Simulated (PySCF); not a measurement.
The vertical singlet excitations below were computed for one of the candidates. Computed with TDDFT CAM-B3LYP/def2-SVPD, vertical, gas phase, core orbitals frozen in the response (PySCF 2.14.0, density-fitted response routines). Geometries: PBE0-D3(BJ)/def2-SVP, one conformer each.

```json
{"state": "S1", "λ (nm)": "169.1", "f": "0.018"}
{"state": "S2", "λ (nm)": "153.8", "f": "0.028"}
{"state": "S3", "λ (nm)": "150.1", "f": "0.034"}
{"state": "S4", "λ (nm)": "144.9", "f": "0.083"}
{"state": "S5", "λ (nm)": "143.6", "f": "0.021"}
{"state": "S6", "λ (nm)": "138.5", "f": "0.044"}
{"state": "S7", "λ (nm)": "137.6", "f": "0.079"}
{"state": "S8", "λ (nm)": "135.3", "f": "0.135"}
{"state": "S9", "λ (nm)": "134.7", "f": "0.050"}
{"state": "S10", "λ (nm)": "129.5", "f": "0.109"}
```

Task: Which structure fits?
A. `C#CC=C`
B. `C[SiH](C)O`
C. `CO[SiH2]C#N`

Result: B. Its S1, at 7.33 eV, is the highest among the candidates; the nearest of the others has S1 at 6.81 eV. S1 is HOMO→LUMO (79%), HOMO→LUMO+1 (12%). Löwdin shares by element: HOMO oxygen 30%, carbon 24% or more, silicon 20%, hydrogen 13% or more; LUMO silicon 28%, oxygen 24%, hydrogen 14% or more, carbon 10% or more (atoms not listed hold the other 24%). At the same level the other candidates give, for their lowest levels:
- `C#CC=C`: 229 nm (f 0.000); 219 nm (f 0.247); 201 nm (f 0.001); 174 nm (f 0.001); 163 nm (f 0.439); T1 3.41 eV; HOMO -8.45, LUMO 0.06 eV
- `CO[SiH2]C#N`: 182 nm (f 0.001); 178 nm (f 0.002); 170 nm (f 0.003); 168 nm (f 0.001); 161 nm (f 0.006); T1 5.73 eV; HOMO -10.41, LUMO 0.03 eV

The values belong to the conformer `[CH3:1][SiH:2]([CH3:3])[OH:4]`: H–O4–Si2–C1 64°.
Triplets come from the Tamm–Dancoff approximation.
